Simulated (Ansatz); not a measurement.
Reactions of C2H6N2, SMILES `CN=NC`.

Computed with Ansatz on PBE0-D4/def2-TZVP structures; ΔE is electronic, products minus reactants. CBS: MP2 limit from def2 TZ/QZ plus the TZ coupled-cluster correction, frozen cores. Small cases extrapolate CCSD(T) itself. Double bonds are as drawn, so ΔE can hold a change between cis and trans. DFT in def2-TZVPP. No spin–orbit coupling; open shells (•) take unrestricted orbitals. Spin–orbit coupling would lower the free atoms: a little for C. One conformer a species, not always the lowest.

```
                      reaction  PBE-D4 (eV)  CCSD(T)/CBS(def2) (eV)
           `C/N=N\C` → `CNC=N`        -1.48                   -1.48
         `C/N=N\C` → `N/C=C\N`        -1.30                   -1.35
         `C/N=N\C` → `C=C(N)N`        -1.56                   -1.61
`C/N=N\C` → 2 C• + 6 H• + 2 N•        39.39                   37.89
```

Largest T1 diagnostic: 0.013, for `CNC=N`.

Extrapolated directly: `C/N=N\C` → 2 C• + 6 H• + 2 N•.
